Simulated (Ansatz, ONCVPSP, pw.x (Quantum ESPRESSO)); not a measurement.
**pw.x on bcc W: one setting changed**

Potential: optimised norm-conserving Vanderbilt (ONCV), ONCVPSP 4.0.1.1 (patched build), PBE; core [Kr] 4d10 4f14, reference 5s2 5p6 5d4 6s2; waves: 5s+6s: rc 1.65 bohr, ncon 4, nbas 7, qcut 7.2 1/bohr, 2 projectors; 5p: rc 2.10 bohr, ncon 4, nbas 9, qcut 6.7 1/bohr, 2 projectors, debl 3.3 Ha; 5d: rc 2.65 bohr, ncon 3, nbas 8, qcut 5.5 1/bohr, 2 projectors, debl 3.8 Ha; local part: polynomial inside 1.35 bohr (lpopt 5, dvloc0 2 Ha); core correction: none.

The reference run (k-mesh 14³, cutoffs 55/220 Ry, Fermi–Dirac 0.01 Ry, mixing_beta 0.4, conv_thr 1e-9, no spin) gives -2.03 GPa at 16.130 Å³/atom, where all-electron LAPW gives 0.30 GPa. This run, with its own iteration cap, changes k-mesh shift to 1.

```
&control
  calculation='scf', prefix='x', pseudo_dir='./', outdir='./tmp', tstress=.true., disk_io='none'
/
&system
  ibrav=0, nat=1, ntyp=1, ecutwfc=55, ecutrho=220, nbnd=15,
  occupations='smearing', smearing='fd', degauss=0.01
/
&electrons
  conv_thr=1e-09, mixing_beta=0.4, electron_maxstep=50
/
ATOMIC_SPECIES
W 1.0 W.UPF
CELL_PARAMETERS angstrom
  -1.59168867 1.59168867 1.59168867
  1.59168867 -1.59168867 1.59168867
  1.59168867 1.59168867 -1.59168867
ATOMIC_POSITIONS crystal
W 0.0000 0.0000 0.0000
K_POINTS automatic
14 14 14 1 1 1
```

```bash
pw.x < W.scf.in > W.scf.out
```

Problem. How does the run end?

Solution. It converges in 8 iterations; the free energy moves by -6.4 meV/atom and the pressure by -0.11 GPa.

```
Message from routine setup:
     using ibrav=0 with symmetry is DISCOURAGED, use correct ibrav instead
     lattice parameter (alat)  =       5.2098  a.u.
     unit-cell volume          =     108.8506 (a.u.)^3
     number of electrons       =        14.00
     number of Kohn-Sham states=           15
     kinetic-energy cutoff     =      55.0000  Ry
     charge density cutoff     =     220.0000  Ry
     scf convergence threshold =      1.0E-09
     Exchange-correlation= PBE
     number of k points=   100  Fermi-Dirac smearing, width (Ry)=  0.0100
     iteration #  1     ecut=    55.00 Ry     beta= 0.40
     total energy              =    -136.89232307 Ry
     estimated scf accuracy    <       0.03672061 Ry
     iteration #  2     ecut=    55.00 Ry     beta= 0.40
     total energy              =    -136.89241397 Ry
     estimated scf accuracy    <       0.00657600 Ry
     iteration #  3     ecut=    55.00 Ry     beta= 0.40
     total energy              =    -136.89317321 Ry
     estimated scf accuracy    <       0.00038386 Ry
     [... 2 iterations left out ...]
     iteration #  6     ecut=    55.00 Ry     beta= 0.40
     total energy              =    -136.89319165 Ry
     estimated scf accuracy    <          5.1E-09 Ry
     iteration #  7     ecut=    55.00 Ry     beta= 0.40
     total energy              =    -136.89319165 Ry
     estimated scf accuracy    <          1.3E-09 Ry
     iteration #  8     ecut=    55.00 Ry     beta= 0.40
     the Fermi energy is    22.0209 ev
!    total energy              =    -136.89319165 Ry
     estimated scf accuracy    <          1.5E-11 Ry
     smearing contrib. (-TS)   =      -0.00204041 Ry
     The total energy is F=E-TS. E is the sum of the following terms:
     one-electron contribution =     -19.50941178 Ry
     hartree contribution      =      16.44213357 Ry
     xc contribution           =     -15.25273188 Ry
     ewald contribution        =    -118.57114115 Ry
     convergence has been achieved in   8 iterations
          total   stress  (Ry/bohr**3)                   (kbar)     P=      -21.38
     Message from routine punch:
     Nothing written, as per user request (disk_io='none')
```

The run took about 21 s on one core of a shared host (Neoverse-N1, 64 threads, 124 GiB, load 58).
